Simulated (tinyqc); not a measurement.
Inside a calculation (part 2 of 2). Method: coupled-perturbed Hartree-Fock on RHF in the sto-3g basis, for BH3, spin multiplicity 1. Computed by tinyqc, a small Python program that keeps every step (integrals from PySCF). Command: `OMP_NUM_THREADS=1 python tinyqc.py 23784 23785 out.jsonl` (the two numbers bound the seeds that draw the settings). One thread of a shared host (Intel(R) Xeon(R) Processor @ 2.60GHz), about 0.2 s of CPU time with the checks.

Geometry (angstrom):
```
atom         x         y        z
B      0.00000   0.00000  0.04400
H      1.12500   0.00000  0.00000
H     -0.56300   0.97500  0.00000
H     -0.56300  -0.97500  0.00000
```

## Integrals over molecular orbitals

coefficients C, order 1B 1s, 1B 2s, 1B 2px, 1B 2py, 1B 2pz, 2H 1s, 3H 1s, 4H 1s:
$$\begin{pmatrix}
0.99077 & -0.23163 & 0.00011 & 0.00000 & -0.01495 & -0.26401 & 0.00000 & -0.00302 \\
0.03854 & 0.53527 & -0.00046 & 0.00000 & 0.06869 & 1.60048 & 0.00000 & 0.01921 \\
0.00001 & 0.00032 & 0.51230 & 0.00000 & 0.00001 & -0.01387 & 0.00000 & 1.24132 \\
0.00000 & 0.00000 & 0.00000 & 0.51231 & 0.00000 & 0.00000 & 1.24078 & 0.00000 \\
-0.00032 & -0.00794 & -0.00001 & 0.00000 & 0.99787 & -0.08204 & 0.00000 & -0.00098 \\
-0.00671 & 0.28099 & 0.50948 & 0.00000 & -0.02063 & -0.78362 & 0.00000 & -1.06836 \\
-0.00670 & 0.28045 & -0.25507 & 0.44145 & -0.02064 & -0.80108 & -0.91650 & 0.52003 \\
-0.00670 & 0.28045 & -0.25507 & -0.44145 & -0.02064 & -0.80108 & 0.91650 & 0.52003
\end{pmatrix}$$

core Hamiltonian H = T + V (hartree), order 1B 1s, 1B 2s, 1B 2px, 1B 2py, 1B 2pz, 2H 1s, 3H 1s, 4H 1s:
$$\begin{pmatrix}
-13.73042 & -3.56690 & -0.00003 & 0.00000 & 0.00243 & -1.02944 & -1.02738 & -1.02738 \\
-3.56690 & -4.75818 & -0.00015 & 0.00000 & 0.02036 & -2.22418 & -2.22165 & -2.22165 \\
-0.00003 & -0.00015 & -4.02989 & 0.00000 & 0.00001 & -1.93615 & 0.96744 & 0.96744 \\
0.00000 & 0.00000 & 0.00000 & -4.02969 & 0.00000 & 0.00000 & -1.67545 & 1.67545 \\
0.00243 & 0.02036 & 0.00001 & 0.00000 & -3.83113 & 0.08036 & 0.08024 & 0.08024 \\
-1.02944 & -2.22418 & -1.93615 & 0.00000 & 0.08036 & -3.31536 & -0.58628 & -0.58628 \\
-1.02738 & -2.22165 & 0.96744 & -1.67545 & 0.08024 & -0.58628 & -3.31363 & -0.58557 \\
-1.02738 & -2.22165 & 0.96744 & 1.67545 & 0.08024 & -0.58628 & -0.58557 & -3.31363
\end{pmatrix}$$

Given earlier and not repeated: Two-electron integrals (ij|kl) in chemists' order.

(pq|rs) = sum C_ip C_jq C_kr C_ls (ij|kl), one index at a time.

one-electron integrals over orbitals h = C^T H C (hartree):
$$\begin{pmatrix}
-13.71386 & 0.30785 & -0.00016 & 0.00000 & 0.02211 & 0.30686 & 0.00000 & 0.00349 \\
0.30785 & -3.87901 & -0.00025 & 0.00000 & -0.00781 & -0.58961 & 0.00000 & -0.00702 \\
-0.00016 & -0.00025 & -3.63723 & 0.00000 & 0.00003 & 0.00766 & 0.00000 & -0.61587 \\
0.00000 & 0.00000 & 0.00000 & -3.63660 & 0.00000 & 0.00000 & -0.61613 & 0.00000 \\
0.02211 & -0.00781 & 0.00003 & 0.00000 & -3.82892 & 0.03749 & 0.00000 & 0.00042 \\
0.30686 & -0.58961 & 0.00766 & 0.00000 & 0.03749 & -2.96531 & 0.00000 & 0.00243 \\
0.00000 & 0.00000 & 0.00000 & -0.61613 & 0.00000 & 0.00000 & -3.16572 & 0.00000 \\
0.00349 & -0.00702 & -0.61587 & 0.00000 & 0.00042 & 0.00243 & 0.00000 & -3.16548
\end{pmatrix}$$

Two-electron integrals over orbitals (pq|rs), unique and non-zero (hartree):
```
(11|11) 2.88509     (21|11) -0.25496    (21|21) 0.03513     (22|11) 0.61139
(22|21) -0.00901    (22|22) 0.45198     (31|11) 0.00012     (31|21) -1.06e-05
(31|22) 2.53e-05    (31|31) 0.00798     (32|11) 0.00005     (32|21) 1.22e-05
(32|22) 0.00021     (32|31) 0.01392     (32|32) 0.12325     (33|11) 0.56111
(33|21) -0.00401    (33|22) 0.44970     (33|31) 0.00446     (33|32) 0.06257
(33|33) 0.50302     (41|41) 0.00798     (42|41) 0.01390     (42|42) 0.12306
(43|41) -0.00448    (43|42) -0.06272    (43|43) 0.04881     (44|11) 0.56098
(44|21) -0.00402    (44|22) 0.44947     (44|31) -0.00447    (44|32) -0.06268
(44|33) 0.40582     (44|44) 0.50311     (51|11) -0.01617    (51|21) 0.00199
(51|22) -0.00152    (51|31) -1.21e-06   (51|32) -2.14e-07   (51|33) -0.00077
(51|44) -0.00077    (51|51) 0.02202     (52|11) 0.00736     (52|21) -0.00072
(52|22) -0.00230    (52|31) 2.41e-07    (52|32) -4.46e-07   (52|33) -0.00132
(52|44) -0.00132    (52|51) 0.02140     (52|52) 0.07008     (53|11) -1.05e-05
(53|21) 6.88e-07    (53|22) -2.66e-06   (53|31) 0.00027     (53|32) -0.00134
(53|33) -0.00139    (53|44) 0.00139     (53|51) -1.17e-05   (53|52) -2.50e-05
(53|53) 0.01882     (54|41) 0.00027     (54|42) -0.00134    (54|43) 0.00140
(54|54) 0.01882     (55|11) 0.74159     (55|21) -0.01015    (55|22) 0.46820
(55|31) 4.02e-06    (55|32) 2.97e-05    (55|33) 0.44346     (55|44) 0.44339
(55|51) 0.00218     (55|52) 0.01050     (55|53) -1.05e-05   (55|55) 0.58715
(61|11) -0.27762    (61|21) 0.03937     (61|22) -0.00894    (61|31) -0.00018
(61|32) -0.00023    (61|33) -0.00379    (61|44) -0.00366    (61|51) 0.00098
(61|52) -0.00188    (61|53) -4.89e-06   (61|55) -0.00750    (61|61) 0.04437
(62|11) 0.21012     (62|21) -0.00986    (62|22) 0.03969     (62|31) -0.00008
(62|32) 5.77e-06    (62|33) 0.02126     (62|44) 0.02072     (62|51) -0.00182
(62|52) -0.00092    (62|53) -3.04e-05   (62|55) 0.10288     (62|61) -0.00940
(62|62) 0.06854     (63|11) -0.00247    (63|21) 0.00007     (63|22) -0.00062
(63|31) 0.00320     (63|32) -0.04197    (63|33) -0.03947    (63|44) 0.03877
(63|51) -6.46e-07   (63|52) -0.00005    (63|53) 0.00164     (63|55) -0.00117
(63|61) -4.24e-06   (63|62) -0.00127    (63|63) 0.05673     (64|41) 0.00312
(64|42) -0.04312    (64|43) 0.03972     (64|54) 0.00167     (64|64) 0.05807
(65|11) -0.00791    (65|21) -0.00030    (65|22) -0.00473    (65|31) -1.10e-05
(65|32) -0.00007    (65|33) -0.00225    (65|44) -0.00218    (65|51) 0.02411
(65|52) 0.06644     (65|53) -0.00023    (65|55) 0.00170     (65|61) -0.00175
(65|62) -0.00687    (65|63) 4.27e-05    (65|65) 0.07026     (66|11) 0.63227
(66|21) -0.01195    (66|22) 0.44992     (66|31) -0.00031    (66|32) -0.00246
(66|33) 0.44854     (66|44) 0.45108     (66|51) -0.00392    (66|52) -0.00839
(66|53) 4.44e-05    (66|55) 0.46884     (66|61) -0.01142    (66|62) 0.02707
(66|63) 0.00068     (66|65) -0.01040    (66|66) 0.46921     (71|41) 0.01377
(71|42) 0.02036     (71|43) -0.00548    (71|54) 0.00053     (71|64) 0.00586
(71|71) 0.02410     (72|41) 0.00758     (72|42) -0.00435    (72|43) 0.02591
(72|54) 0.00265     (72|64) 0.04523     (72|71) 0.01272     (72|72) 0.04857
(73|41) 0.00388     (73|42) 0.05384     (73|43) -0.02361    (73|54) -0.00126
(73|64) -0.03003    (73|71) 0.00619     (73|72) -0.00879    (73|73) 0.03791
(74|11) 0.19989     (74|21) -0.00584    (74|22) 0.04446     (74|31) 0.00389
(74|32) 0.05387     (74|33) 0.05343     (74|44) 0.00638     (74|51) 0.00015
(74|52) 0.00461     (74|53) -0.00126    (74|55) 0.09313     (74|61) -0.00521
(74|62) 0.06504     (74|63) -0.03006    (74|65) -0.00114    (74|66) 0.02535
(74|74) 0.10390     (75|41) 0.00097     (75|42) 0.00625     (75|43) -0.00288
(75|54) 0.01620     (75|64) -0.00217    (75|71) 0.00158     (75|72) 0.00088
(75|73) 0.00273     (75|75) 0.02010     (76|41) 0.01361     (76|42) 0.10960
(76|43) -0.05723    (76|54) -0.00182    (76|64) -0.04693    (76|71) 0.02087
(76|72) -0.01140    (76|73) 0.05488     (76|75) 0.00557     (76|76) 0.11169
(77|11) 0.69175     (77|21) -0.01041    (77|22) 0.46668     (77|31) 0.00112
(77|32) -0.02689    (77|33) 0.43580     (77|44) 0.49963     (77|51) -0.00045
(77|52) 0.00147     (77|53) 0.00168     (77|55) 0.48159     (77|61) -0.00961
(77|62) 0.04127     (77|63) 0.03616     (77|65) -0.00095    (77|66) 0.47592
(77|74) 0.04036     (77|77) 0.53733     (81|11) -0.00318    (81|21) 0.00046
(81|22) -0.00007    (81|31) 0.01378     (81|32) 0.02037     (81|33) 0.00540
(81|44) -0.00551    (81|51) 1.10e-05    (81|52) -2.13e-05   (81|53) 0.00053
(81|55) -0.00008    (81|61) 0.00023     (81|62) -0.00025    (81|63) 0.00600
(81|65) -3.80e-05   (81|66) -0.00061    (81|74) 0.00614     (81|77) 0.00299
(81|81) 0.02411     (82|11) 0.00251     (82|21) -0.00011    (82|22) 0.00046
(82|31) 0.00757     (82|32) -0.00448    (82|33) -0.02568    (82|44) 0.02618
(82|51) -2.05e-05   (82|52) -5.17e-06   (82|53) 0.00265     (82|55) 0.00122
(82|61) -0.00026    (82|62) 0.00030     (82|63) 0.04505     (82|65) -0.00009
(82|66) 0.00056     (82|74) -0.00803    (82|77) 0.03265     (82|81) 0.01270
(82|82) 0.04859     (83|11) 0.19984     (83|21) -0.00584    (83|22) 0.04427
(83|31) -0.00386    (83|32) -0.05435    (83|33) 0.00602     (83|44) 0.05389
(83|51) 0.00015     (83|52) 0.00461     (83|53) 0.00127     (83|55) 0.09309
(83|61) -0.00507    (83|62) 0.06487     (83|63) 0.02899     (83|65) -0.00107
(83|66) 0.02783     (83|74) 0.03264     (83|77) 0.06272     (83|81) -0.00620
(83|82) 0.01007     (83|83) 0.10454     (84|41) 0.00392     (84|42) 0.05334
(84|43) -0.02314    (84|54) -0.00124    (84|64) -0.02939    (84|71) 0.00626
(84|72) -0.00825    (84|73) 0.03270     (84|75) 0.00271     (84|76) 0.05434
(84|84) 0.03721     (85|11) -0.00009    (85|21) -2.65e-06   (85|22) -4.45e-05
(85|31) 0.00097     (85|32) 0.00626     (85|33) 0.00284     (85|44) -0.00290
(85|51) 0.00028     (85|52) 0.00078     (85|53) 0.01620     (85|55) 2.28e-05
(85|61) -3.82e-05   (85|62) -0.00009    (85|63) -0.00211    (85|65) 0.00058
(85|66) -0.00025    (85|74) 0.00272     (85|77) -0.00078    (85|81) 0.00158
(85|82) 0.00088     (85|83) -0.00277    (85|85) 0.02011     (86|11) -0.00062
(86|21) -8.10e-06   (86|22) -8.37e-06   (86|31) 0.01363     (86|32) 0.10904
(86|33) 0.05607     (86|44) -0.05659    (86|51) -4.00e-05   (86|52) -0.00011
(86|53) -0.00178    (86|55) -0.00011    (86|61) -0.00026    (86|62) -0.00008
(86|63) -0.04484    (86|65) -0.00017    (86|66) -0.00257    (86|74) 0.05433
(86|77) -0.02842    (86|81) 0.02093     (86|82) -0.01075    (86|83) -0.05540
(86|85) 0.00555     (86|86) 0.11035     (87|41) 0.00127     (87|42) -0.02563
(87|43) 0.03134     (87|54) 0.00166     (87|64) 0.03653     (87|71) 0.00334
(87|72) 0.03202     (87|73) -0.01040    (87|75) -0.00071    (87|76) -0.02765
(87|84) -0.00996    (87|87) 0.03369     (88|11) 0.69186     (88|21) -0.01041
(88|22) 0.46679     (88|31) -0.00080    (88|32) 0.02945     (88|33) 0.50097
(88|44) 0.43444     (88|51) -0.00045    (88|52) 0.00147     (88|53) -0.00173
(88|55) 0.48164     (88|61) -0.00955    (88|62) 0.04196     (88|63) -0.03849
(88|65) -0.00097    (88|66) 0.47461     (88|74) 0.06362     (88|77) 0.46805
(88|81) -0.00273    (88|82) -0.03193    (88|83) 0.03868     (88|85) 0.00089
(88|86) 0.03036     (88|88) 0.53877
```

## Response to a field: uncoupled start

orbital energies (hartree): MO1 -7.41291, MO2 -0.68735, MO3 -0.48099, MO4 -0.48080, MO5 0.23465, MO6 0.77061, MO7 0.80750, MO8 0.80819

dipole integrals <a|z|i> (bohr), order a5, a6, a7, a8:
$$\begin{pmatrix}
0.12221 & 0.81736 & -0.00050 & 0.00000 \\
-0.00754 & -0.00366 & -0.00064 & 0.00000 \\
0.00000 & 0.00000 & 0.00000 & 0.05544 \\
-0.00009 & 0.00000 & 0.05546 & 0.00000
\end{pmatrix}$$

Field along z; U_ai = -mu_ai / (e_a - e_i), alpha = -4 sum U_ai mu_ai.

uncoupled U, order a5, a6, a7, a8:
$$\begin{pmatrix}
-0.01598 & -0.88651 & 0.00070 & 0.00000 \\
0.00092 & 0.00251 & 0.00051 & 0.00000 \\
0.00000 & 0.00000 & 0.00000 & -0.04303 \\
0.00001 & 0.00000 & -0.04302 & 0.00000
\end{pmatrix}$$

uncoupled polarisability = 2.92534 bohr^3

## Coupled step 1

U_ai = -(mu_ai + sum_bj [4 (ai|bj) - (ab|ij) - (aj|bi)] U_bj) / (e_a - e_i); alpha = -4 sum U_ai mu_ai.

U after step 1, order a5, a6, a7, a8:
$$\begin{pmatrix}
-0.00878 & -1.13235 & 0.00095 & 0.00000 \\
0.00000 & 0.01030 & 0.00047 & 0.00000 \\
0.00000 & 0.00000 & 0.00000 & -0.04070 \\
0.00000 & 0.00008 & -0.04069 & 0.00000
\end{pmatrix}$$

polarisability = 3.72466 bohr^3

## Coupled step 2

As before.

U after step 2, order a5, a6, a7, a8:
$$\begin{pmatrix}
-0.00575 & -1.20179 & 0.00105 & 0.00000 \\
-0.00020 & 0.01162 & 0.00045 & 0.00000 \\
0.00000 & 0.00000 & 0.00000 & -0.03933 \\
0.00000 & 0.00010 & -0.03932 & 0.00000
\end{pmatrix}$$

polarisability = 3.94959 bohr^3

## Coupled polarisability

Repeat until U stops changing; compare with -d2E/dF2.

Course of the coupled iterations:
```
step  alpha (bohr^3)
0            2.92534
1            3.72466
2            3.94959
3            4.01331
4            4.03140
5            4.03654
6            4.03801
7            4.03842
8            4.03854
9            4.03857
10           4.03858
11           4.03859
12           4.03859
13           4.03859
14           4.03859
15           4.03859
16           4.03859
17           4.03859
```

coupled polarisability = 4.03859 bohr^3

finite-field check, fields of +/-0.001 au = 4.03858 bohr^3
